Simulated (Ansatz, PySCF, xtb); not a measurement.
Protons, H atoms and electrons added to or taken from [GeH4]. All species are isolated molecules in the gas phase. Strings in code marks are SMILES.

Quantity: bond dissociation enthalpy (X–H) at 298 K, in kcal/mol. HF references are unrestricted for open shells and restricted for singlets. Enthalpy corrections at 298 K come from GFN2-xTB frequencies (xtb).

Level 1: frozen-core CCSD(T)/cc-pVTZ // CAM-B3LYP-D3(BJ)/def2-TZVP (Ansatz, a quantum-chemistry and plane-wave program)
Level 2: CAM-B3LYP-D3(BJ)/def2-TZVP (PySCF)
Level 3: frozen-core MP2/cc-pVTZ // CAM-B3LYP-D3(BJ)/def2-TZVP (Ansatz)
Level 4: B3LYP/3-21G // CAM-B3LYP-D3(BJ)/def2-TZVP (PySCF)

```
species                            level 1  level 2  level 3  level 4
---------------------------------  -------  -------  -------  -------
H atom removed from Ge1: `[GeH3]`     84.8     83.8     82.4     83.5
```
